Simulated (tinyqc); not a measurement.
Inside a calculation. Method: Pariser-Parr-Pople SCF with singles CI, for the molecule C=C(O)C(=O)F (SMILES; centres numbered as the heavy atoms are written). Computed by tinyqc, a small Python program that keeps every step. Settings: charge = 0, gamma = Ohno, start = core, damping = 0, iteration cap = 85, excitations kept = 6. Command: `OMP_NUM_THREADS=1 python tinyqc.py 22273 22274 out.jsonl` (the two numbers bound the seeds that draw the settings). One thread of a shared host (Intel(R) Xeon(R) Processor @ 2.60GHz), about 0.01 s of CPU time with the checks. Later iterations appear only in the table of the cycle.

## PPP integrals

Centres (angstrom, eV; a flat drawing with bonds scaled to 1.40 angstrom):
```
centre          x          y  core charge z          W   gamma_rr
1C       1.400000   1.212000              1  11.160000  11.130000
2C       0.700000   0.000000              1  11.160000  11.130000
3O       1.400000  -1.212000              2  33.000000  21.500000
4C      -0.700000   0.000000              1  11.160000  11.130000
5O      -1.400000  -1.212000              1  17.700000  15.200000
6F      -1.400000   1.212000              2  39.000000  21.400000
```

Resonance integrals (eV):
```
i  j       beta
1  2  -2.390000
2  3  -2.240000
2  4  -2.390000
4  5  -2.510000
4  6  -2.100000
```

Ohno: gamma = 14.399645/sqrt(R^2 + a^2), a = 2 x 14.399645/(gamma_rr + gamma_ss); H_rr = -W_r - sum_(s != r) z_s gamma_rs; H_rs = beta for bonds.

repulsion gamma_rs (eV), lower triangle:
```
           1C         2C         3O         4C         5O         6F
1C  11.130000
2C   7.554960  11.130000
3O   5.581945   8.702432  21.500000
4C   5.239602   7.553862   5.580617  11.130000
5O   3.728910   5.413514   4.951933   8.106459  15.200000
6F   4.903463   5.578607   3.825793   8.694819   5.650208  21.400000
```

core matrix H (eV), lower triangle:
```
            1C          2C          3O          4C          5O          6F
1C  -48.654287
2C   -2.390000  -60.244415
3O    0.000000   -2.240000  -65.468513
4C    0.000000   -2.390000    0.000000  -60.610795
5O    0.000000    0.000000    0.000000   -2.510000  -56.153163
6F    0.000000    0.000000    0.000000   -2.100000    0.000000  -71.478684
```

## Starting guess

pi electrons, sum of z_r less the charge = 8

Orbitals of the core matrix H.

P at the start, lower triangle:
```
           1C         2C         3O        4C         5O        6F
1C   0.079956
2C   0.375717   1.843439
3O  -0.046361   0.025973   1.995441
4C  -0.015078   0.194407  -0.039330  1.558461
5O  -0.099893  -0.329259   0.068577  0.803420   0.529660
6F  -0.001107  -0.023818   0.004865  0.055406  -0.101015  1.993043
```

## Iteration 1: Fock matrix

F_rr = H_rr + P_rr gamma_rr / 2 + sum_(s != r) P_ss gamma_rs; F_rs = H_rs - P_rs gamma_rs / 2; E = tr P (H + F) / 2 + core repulsion sum_(r<s) z_r z_s gamma_rs.

F (eV), lower triangle:
```
           1C         2C         3O         4C         5O          6F
1C  -3.230201
2C  -3.809264  -6.258297
3O   0.129394  -2.353012  -8.583825
4C   0.039500  -3.124262   0.109742  -4.835332
5O   0.186246   0.891224  -0.169795  -5.766445  -8.074121
6F   0.002714   0.066437  -0.009306  -2.340873   0.285379  -15.299872
```

pi energy = -150.330760 eV

## Iteration 1: orbitals and new P

Diagonalise F (the basis is taken as orthonormal) and form P = 2 sum c c over the lowest orbitals.

orbital energies (eV): -16.031044  -12.402708  -10.694727  -7.331676  -1.642797  1.821306

P after iteration 1, lower triangle:
```
           1C         2C         3O        4C         5O        6F
1C   0.597416
2C   0.822767   1.310626
3O  -0.245956   0.192574   1.945587
4C   0.182867   0.384746  -0.082872  0.805170
5O  -0.253859  -0.197672   0.036450  0.857968   1.372997
6F  -0.051004  -0.048756   0.009435  0.193895  -0.141131  1.968204
```

## Iteration 2: Fock matrix

As before.

F (eV), lower triangle:
```
           1C         2C          3O         4C         5O          6F
1C  -5.578213
2C  -5.497986  -7.011269
3O   0.686455  -3.077931  -10.990798
4C  -0.479075  -3.843160    0.231240  -3.998617
5O   0.473309   0.535051   -0.090248  -5.987539  -9.113329
6F   0.125048   0.135995   -0.018049  -2.942940   0.398709  -17.976085
```

pi energy = -160.067485 eV

## Iteration 2: orbitals and new P

As before.

orbital energies (eV): -18.723505  -14.453483  -12.401268  -10.129647  -1.447047  2.486639

P after iteration 2, lower triangle:
```
           1C         2C         3O        4C         5O        6F
1C   0.897715
2C   0.881167   1.108399
3O  -0.318599   0.295639   1.898955
4C   0.189523   0.341017  -0.052963  0.671568
5O  -0.269191  -0.082008  -0.012791  0.828231   1.462413
6F  -0.056523  -0.037081   0.001659  0.226163  -0.144412  1.960949
```

## Convergence

Stop when output and input P, before any damping, agree to 1e-7.

Course of the cycle:
```
iteration         E (eV)  largest |P(out) - P(in)|
1          -150.33075964                  8.43e-01
2          -160.06748494                  3.00e-01
3          -160.92771140                  9.88e-02
4          -161.01469669                  3.07e-02
5          -161.02400108                  9.65e-03
6          -161.02514195                  3.11e-03
7          -161.02530536                  1.03e-03
8          -161.02533221                  3.66e-04
9          -161.02533708                  1.69e-04
10         -161.02533803                  7.85e-05
11         -161.02533822                  3.64e-05
12         -161.02533826                  1.69e-05
13         -161.02533827                  7.83e-06
14         -161.02533827                  3.64e-06
15         -161.02533827                  1.69e-06
16         -161.02533827                  7.84e-07
17         -161.02533827                  3.64e-07
18         -161.02533827                  1.69e-07
19         -161.02533827                  7.85e-08
```

Converged in 19 iterations.

## Converged orbitals

Charges are z - P_rr.

orbital energies (eV): -19.621206  -15.404877  -13.298285  -10.832272  -1.459658  1.917082

coefficients:
```
         MO1        MO2        MO3        MO4        MO5        MO6
1C  0.031685   0.303400  -0.040233   0.652770   0.580811   0.376664
2C  0.091917   0.582537  -0.103627   0.393511  -0.378940  -0.585677
3O  0.038040   0.604833  -0.476617  -0.581738   0.185309   0.181129
4C  0.267932   0.286824   0.394517   0.010253  -0.551549   0.621280
5O  0.116832   0.279532   0.758015  -0.283716   0.408998  -0.293004
6F  0.950612  -0.205840  -0.173923  -0.004548   0.115055  -0.102271
```

pi charges: 1C -0.041566, 2C -0.026775, 3O 0.134294, 4C 0.380391, 5O -0.493738, 6F 0.047394

## Singles CI, singlets

Over the 6 single excitations with the smallest orbital gaps: A = (e_a - e_i) delta + 2 (ia|jb) - (ij|ab), with (pq|rs) = sum c_mp c_mq gamma_mn c_nr c_ns. f = 2/3 w |mu|^2 in atomic units, mu = sqrt2 sum c_ia sum_m c_mi c_ma R_m.

singlet CI matrix (eV), lower triangle:
```
           4>5        3>5        4>6        2>5       3>6        2>6
4>5   4.815440
3>5  -0.253233   6.671620
4>6   0.057607  -0.071522   7.047273
2>5  -0.135666   0.231370   0.033461   8.057792
3>6  -0.139440   0.295506  -0.050543   0.203716  9.315380
2>6  -0.082213   0.633861  -0.061334  -0.242109  0.040268  10.615542
```

singlet excitation energies (eV): 4.775208  6.518371  7.053316  8.046297  9.392035  10.737821

oscillator strengths: 0.523198  0.421607  0.203048  0.101452  0.120547  0.017286

## Singles CI, triplets

Over the 6 single excitations with the smallest orbital gaps: A = (e_a - e_i) delta - (ij|ab), with (pq|rs) = sum c_mp c_mq gamma_mn c_nr c_ns.

triplet CI matrix (eV), lower triangle:
```
           4>5        3>5        4>6        2>5        3>6       2>6
4>5   2.290573
3>5   0.249776   4.666021
4>6  -1.271848  -0.794207   5.569125
2>5  -0.401478  -0.255564  -0.375170   6.799265
3>6  -0.794207   1.447205   0.033619   1.264109   7.908483
2>6  -0.375170   1.264109  -0.285459  -0.634904  -0.059093  9.633909
```

triplet excitation energies (eV): 1.693460  3.486477  6.124315  6.325255  9.123516  10.114353
